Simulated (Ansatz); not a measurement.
A made-up structure of CH3O (charge -1), singlet:

```
5
angstrom
C 0.0236 -0.0190 -0.0058
O 1.0390 -0.8382 -0.2549
H -1.0139 -0.4758 -0.0980
H -0.0493 0.8960 -0.6772
H 1.3546 -1.4480 0.4302
```

It is relaxed with PBE-D4/def2-SVPD and then PBE0-D4/def2-TZVPD (Ansatz 0.2.0). Atoms count as bonded within 1.22 times the sum of their covalent radii (H–H: 0.88 Å). The end point is not checked to be a true minimum.

**Question.** Does its bonding change? (A judgement: the text doesn't fix the answer.)

**Answer.** The calculation gives: No: no bond forms or breaks.

Where it ends: The first stage lowers the energy by 0.78 eV in 7 steps. It ends as CH₃O ([CH2][OH]), total charge -1:
```xyz
5
angstrom
C -0.0520 -0.0202 0.1031
O 0.9406 -1.0444 -0.3643
H -1.0426 -0.4382 -0.1788
H 0.0736 0.8342 -0.5967
H 1.4344 -1.2164 0.4311
```

Labels in which every atom is bracketed show which atoms are joined, not bond orders.

For scale, one of the runs: PBE0-D4/def2-TZVPD relaxation, 104 basis functions, launched by `ansatz run in.yaml --threads 2 --pin off --events-out ev --progress --plain --max-ram 4352MiB`. The run took about 7.5 s on 2 CPU threads of an Arm Neoverse V1 (shared host).
